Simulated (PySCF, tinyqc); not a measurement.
Worked calculation: MP2 on RHF in the sto-6g basis, for BH, spin multiplicity 1. The lowest restricted solution is unstable here: a spin-polarised one lies 0.0074 hartree lower (PySCF). One step of it, computed by the program tinyqc.

Task: Second-order Moller-Plesset energy. E2 = sum_ijab (ia|jb) [2 (ia|jb) - (ib|ja)] / (e_i + e_j - e_a - e_b) over occupied i, j and virtual a, b; the opposite-spin part is (ia|jb)^2 / denominator, the rest is same-spin, and SCS-MP2 scales them by 6/5 and 1/3.

orbital energies (hartree): MO1 -7.459691, MO2 -0.496249, MO3 -0.247558, MO4 0.256422, MO5 0.256422, MO6 0.465918

Two-electron integrals over orbitals (pq|rs), unique and non-zero (hartree):
```
p,q,r,s,(pq|rs)
1,1,1,1,2.903839
2,1,1,1,-0.264390
2,1,2,1,0.039382
2,2,1,1,0.613351
2,2,2,1,-0.007874
2,2,2,2,0.497617
3,1,1,1,-0.188956
3,1,2,1,0.025755
3,1,2,2,-0.014906
3,1,3,1,0.028013
3,2,1,1,0.137545
3,2,2,1,-0.009107
3,2,2,2,-0.041124
3,2,3,1,0.004763
3,2,3,2,0.109519
3,3,1,1,0.625467
3,3,2,1,-0.011418
3,3,2,2,0.435884
3,3,3,1,0.003202
3,3,3,2,0.036206
3,3,3,3,0.500538
4,1,4,1,0.021980
4,2,4,1,0.021860
4,2,4,2,0.074060
4,3,4,1,0.015530
4,3,4,2,0.044526
4,3,4,3,0.048010
4,4,1,1,0.743127
4,4,2,1,-0.009243
4,4,2,2,0.461555
4,4,3,1,-0.006030
4,4,3,2,0.071890
4,4,3,3,0.464748
4,4,4,4,0.587109
5,1,5,1,0.021980
5,2,5,1,0.021860
5,2,5,2,0.074060
5,3,5,1,0.015530
5,3,5,2,0.044526
5,3,5,3,0.048010
5,4,5,4,0.031641
5,5,1,1,0.743127
5,5,2,1,-0.009243
5,5,2,2,0.461555
5,5,3,1,-0.006030
5,5,3,2,0.071890
5,5,3,3,0.464748
5,5,4,4,0.523827
5,5,5,5,0.587109
6,1,1,1,0.117320
6,1,2,1,-0.020563
6,1,2,2,-0.006175
6,1,3,1,-0.001310
6,1,3,2,0.015366
6,1,3,3,0.016655
6,1,4,4,0.003687
6,1,5,5,0.003687
6,1,6,1,0.023986
6,2,1,1,-0.173095
6,2,2,1,0.003053
6,2,2,2,-0.039471
6,2,3,1,0.012875
6,2,3,2,-0.041876
6,2,3,3,0.003683
6,2,4,4,-0.091382
6,2,5,5,-0.091382
6,2,6,1,0.009868
6,2,6,2,0.107631
6,3,1,1,0.136647
6,3,2,1,-0.003288
6,3,2,2,-0.017033
6,3,3,1,0.005481
6,3,3,2,0.096739
6,3,3,3,0.047447
6,3,4,4,0.073880
6,3,5,5,0.073880
6,3,6,1,0.009593
6,3,6,2,-0.061918
6,3,6,3,0.113372
6,4,4,1,-0.009007
6,4,4,2,-0.031703
6,4,4,3,-0.003258
6,4,6,4,0.028305
6,5,5,1,-0.009007
6,5,5,2,-0.031703
6,5,5,3,-0.003258
6,5,6,5,0.028305
6,6,1,1,0.629443
6,6,2,1,-0.006002
6,6,2,2,0.510872
6,6,3,1,-0.014715
6,6,3,2,-0.061268
6,6,3,3,0.460596
6,6,4,4,0.451365
6,6,5,5,0.451365
6,6,6,1,-0.008575
6,6,6,2,-0.012299
6,6,6,3,-0.035896
6,6,6,6,0.561155
```

Hartree-Fock energy = -24.95789155 hartree

Give: Terms; Pair energies; MP2 correlation energy; SCS-MP2 correlation energy; MP2 total energy.

Result:

Terms:
```
i,j,a,b,(ia|jb),(ib|ja),denominator,term
3,3,6,6,0.1134,0.1134,-1.4270,-0.0090
2,2,6,6,0.1076,0.1076,-1.9243,-0.0060
2,2,5,5,0.0741,0.0741,-1.5053,-0.0036
2,2,4,4,0.0741,0.0741,-1.5053,-0.0036
3,2,6,6,-0.0619,-0.0619,-1.6756,-0.0023
2,3,6,6,-0.0619,-0.0619,-1.6756,-0.0023
3,3,5,5,0.0480,0.0480,-1.0080,-0.0023
3,3,4,4,0.0480,0.0480,-1.0080,-0.0023
3,2,5,5,0.0445,0.0445,-1.2567,-0.0016
3,2,4,4,0.0445,0.0445,-1.2567,-0.0016
2,3,5,5,0.0445,0.0445,-1.2567,-0.0016
2,3,4,4,0.0445,0.0445,-1.2567,-0.0016
2,1,5,5,0.0219,0.0219,-8.4688,-5.64e-05
2,1,4,4,0.0219,0.0219,-8.4688,-5.64e-05
1,2,5,5,0.0219,0.0219,-8.4688,-5.64e-05
1,2,4,4,0.0219,0.0219,-8.4688,-5.64e-05
1,1,6,6,0.0240,0.0240,-15.8512,-3.63e-05
1,1,5,5,0.0220,0.0220,-15.4322,-3.13e-05
1,1,4,4,0.0220,0.0220,-15.4322,-3.13e-05
3,1,5,5,0.0155,0.0155,-8.2201,-2.93e-05
1,3,5,5,0.0155,0.0155,-8.2201,-2.93e-05
3,1,4,4,0.0155,0.0155,-8.2201,-2.93e-05
1,3,4,4,0.0155,0.0155,-8.2201,-2.93e-05
2,1,6,6,0.0099,0.0099,-8.8878,-1.10e-05
1,2,6,6,0.0099,0.0099,-8.8878,-1.10e-05
3,1,6,6,0.0096,0.0096,-8.6391,-1.07e-05
1,3,6,6,0.0096,0.0096,-8.6391,-1.07e-05
```

Pair energies (hartree; pair i-j sums ij and ji):
```
pair,opposite spin,same spin
1-1,-9.89e-05,0.0000
2-1,-2.48e-04,0.0000
2-2,-0.0133,0.0000
3-1,-1.39e-04,0.0000
3-2,-0.0109,0.0000
3-3,-0.0136,0.0000
```

MP2 correlation energy = -0.038260 hartree

SCS-MP2 correlation energy = -0.045912 hartree

MP2 total energy = -24.996152 hartree
